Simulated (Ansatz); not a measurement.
**P₂F+ (triplet): wave-function methods side by side, def2-QZVPP**

One table from this session's results is given with a row withheld; the runs are named, their logs left out.

Computed with Ansatz 0.2.0, Gaussian basis. Level: def2-QZVPP, core rule «outside noble gas», up to 11 orbitals frozen.

Plan: UHF; ROHF; CCSD(T) on UHF.

## The geometry

The geometry is a PBE0/def2-TZVP stationary point (not a proven minimum) of the parent state, kept for this charge and spin.

3 atoms, charge 1, spin multiplicity 3.

Atoms are counted from 1 here; the program's logs count them from 0.

Bond lengths: F1–P2 1.607 Å, P2–P3 2.278 Å. Angles: F1–P2–P3 98.1°.

The first run:

File in.yaml:

```yaml
crystal:
  periodic: [false, false, false]
  atoms:
    - {symbol: F, position_ang: [0.000000, -0.771205, 1.406859]}
    - {symbol: P, position_ang: [0.000000, 0.637627, 0.634340]}
    - {symbol: P, position_ang: [0.000000, -0.164593, -1.497266]}
basis:
  gaussian: {orbitals: "def2-QZVPP.json"}
total_charge: 1
magnetization: {spin_polarized: true, initial_magnetization: 2}
hamiltonian: {xc: hf}
output: {orbitals: {seedname: orbitals}}
```

Started as:

```sh
> ansatz run in.yaml --threads 1 --pin off --events-out ev --progress --plain --max-ram 2393MiB
```

Steps of the session up to this table: UHF; ROHF; CCSD(T) on UHF.

One table of the session follows, with a row left open; its other results are not shown here.

| method | from UCCSD(T) (meV) |
| --- | --- |
| ROHF | +15325.4 |
| UHF | ? |
| UMP2 | +1699.1 |
| UCCSD | +716.7 |
| UCCSD(T) | 0 |

Q: Estimate the row for UHF from the others.

**Answer.** from UCCSD(T) (meV): +15088.8. In the column «from UCCSD(T) (meV)» it lies between UMP2 (+1699.1) and ROHF (+15325.4).
